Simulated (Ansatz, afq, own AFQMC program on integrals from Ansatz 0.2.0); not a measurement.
# CH₆ClGeSi, doublet in def2-SVP, levels against AFQMC with the constraint released

```csv
atom,x (Å),y (Å),z (Å)
C,-0.8119,-1.2621,0.9731
Si,0.5919,-0.5520,-0.0601
Cl,0.7782,-1.7174,-1.7881
Ge,0.2523,1.7121,-0.7455
H,-0.9435,-0.6717,1.8934
H,-0.5965,-2.3044,1.2542
H,-1.7559,-1.2453,0.4039
H,0.1558,2.6185,0.4980
H,1.4401,2.1738,-1.6061
H,-1.0461,1.8648,-1.5666
```

Basis def2-SVP. Noble-gas cores (and the filled d shells of Ga–Kr and In–Xe) are frozen. AFQMC by an in-house program on the Cholesky factors that Ansatz 0.2.0 writes for its CCSD(T) run. The CISD trial takes its coefficients from CCSD amplitudes. Released means that phaseless walkers are propagated on without the constraint, phases kept. Error bars are statistical, one sigma. No spin–orbit coupling.

Determinant: UHF, the one that the program's search chose, which needn't be the lowest solution. The geometry is a PBE0/def2-SVP stationary point of this or a neighbouring charge and spin state.

No full CI on the walks' own integrals is used here. The released AFQMC energy serves as the reference, which it does only where one determinant dominates, the energy is flat over the last release times and near the phaseless one (40 meV or 2 meV an electron, half that with transition metals). On small molecules, where full CI could be run and the noise was under 10 meV, such values lay within 10 meV of it in 19 cases of 20, a flattering rate, since the rule was set on those same cases; what remains of the bias isn't in the error bar.

Cautions: no relativity below Rb; no spin-orbit coupling; inner d shell frozen; the released value is read at 0.90 1/Eh with a noise of 10 meV, more than in the cases checked (meV from the phaseless value at times in 1/Eh: -17 ± 11 at 0.21, -27 ± 8 at 0.42, -28 ± 10 at 0.63, -32 ± 10 at 0.90).

```
T1 diagnostic                               : 0.0122
weight of the determinant in the CISD state : 0.798
⟨S²⟩ of the determinant                     : 0.756
size of the correlated space                : 25 electrons in 87 orbitals
```

Reference: AFQMC with the constraint released, correlation energy -14.503 ± 0.010 eV.

```
        level  E − E(reference) (meV)  share of correlation (%)
           HF          14502.5 ± 10.4                      0.00
          MP2           2130.6 ± 10.4                     85.31
         CCSD            465.5 ± 10.4                     96.79
      CCSD(T)             88.2 ± 10.4                     99.39
ph-AFQMC/CISD             32.3 ± 13.8                     99.78
```

Released energies are given only where the last usable release times agree within the noise; a slower fall can still hide under it.
